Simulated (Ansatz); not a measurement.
# HSiAl⁺, doublet: reading a ladder of total energies

Geometry: that of the HSiAl, singlet, kept fixed.

```yaml
atoms:
  - { symbol: Si, position_ang: [0.0000, -0.0660, 1.2777] }
  - { symbol: Al, position_ang: [0.0000, 0.0144, -1.3676] }
  - { symbol: H, position_ang: [0.0000, 1.4550, 1.0066] }
```

Basis cc-pVDZ; Ansatz 0.2.0. Only valence electrons are correlated (noble-gas cores frozen), which leaves 7 electrons in 31 orbitals. R marks a restricted (for open shells ROHF) determinant, U an unrestricted one.

Full CI isn't at hand for all of this; UCCSDT(Q) serves as the reference, and is uncertain by about the last step of the cluster series.

Runs differ by some tens of microhartree through their thresholds and, for an open shell, their frozen cores, so steps under 0.03 kcal/mol mean nothing.

| level | total energy (hartree) |
| --- | --- |
| UHF | -531.115931 |
| UMP2 | -531.212633 |
| UCCSD | -531.249403 |
| UCCSD(T) | -531.253108 |
| UCCSDT | -531.254208 |
| UCCSDT(Q) | -531.254397 |

Problem. What is the correlation energy at UCCSDT(Q), and what share of it do UMP2 and UCCSD recover?

Solution. E(corr) = -531.254397 − (-531.115931) = -0.138466 hartree = -3.768 eV. UMP2: -0.096702 / -0.138466 = 69.84 %. UCCSD: -0.133472 / -0.138466 = 96.39 %.

Problem. By how many kcal/mol does UCCSD(T) miss UCCSDT(Q) (1 hartree = 627.509 kcal/mol), and which steps make up the rest?

Solution. -531.253108 − (-531.254397) = 0.001289 hartree = 0.81 kcal/mol. Steps: UCCSDT − UCCSD(T) = -0.69, UCCSDT(Q) − UCCSDT = -0.12 kcal/mol. Differences between like states or geometries often cancel part of this.
